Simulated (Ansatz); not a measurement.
Relaxation of H6OSi2 (9 atoms, charge 0, multiplicity 1), to a largest force component of 0.03 eV/Å in at most 50 steps.

Theory: RKS PBE0-D4/cc-pVDZ (Ansatz 0.2.0).

```xyz
9
Properties=species:S:1:pos:R:3:forces:R:3
Si 0.158 0.047 0.104 0.18 0.01 0.06
H 0.509 0.118 1.514 -1.06 0.25 1.40
H 1.593 -0.135 -0.053 0.89 -0.23 -1.48
H -0.406 1.288 -0.495 0.01 0.00 0.01
O -0.775 -1.269 -0.340 0.01 0.03 -0.01
Si -1.662 -2.460 0.451 -0.05 -0.05 0.00
H -1.325 -2.458 1.911 0.00 -0.02 0.02
H -3.123 -2.183 0.274 0.01 0.00 0.00
H -1.324 -3.783 -0.159 0.01 0.01 0.01
```

Problem. Where does it end, and by what steps?

Solution. The run converged. After 4 steps the energy has fallen by 0.490 eV; H3 moved furthest, 0.34 Å.

| step | energy less start (eV) | largest force component (eV/Å) | accepted |
| --- | --- | --- | --- |
| 0 | 0.0000 | 1.483 | yes |
| 1 | -0.4315 | 0.414 | yes |
| 2 | -0.4847 | 0.149 | yes |
| 3 | -0.4891 | 0.098 | yes |
| 4 | -0.4901 | 0.006 | yes |

```xyz
9
Properties=species:S:1:pos:R:3
Si 0.240 0.041 0.159
H 0.301 0.177 1.652
H 1.621 -0.138 -0.388
H -0.380 1.270 -0.429
O -0.681 -1.298 -0.263
Si -1.650 -2.461 0.463
H -1.389 -2.504 1.939
H -3.092 -2.134 0.223
H -1.326 -3.787 -0.148
```

Whether the end is a true minimum wasn't checked by a vibrational analysis.

Time of the run: 19 s on 1 thread of Arm Neoverse V1, on a shared host, peak memory 0.15 GiB.
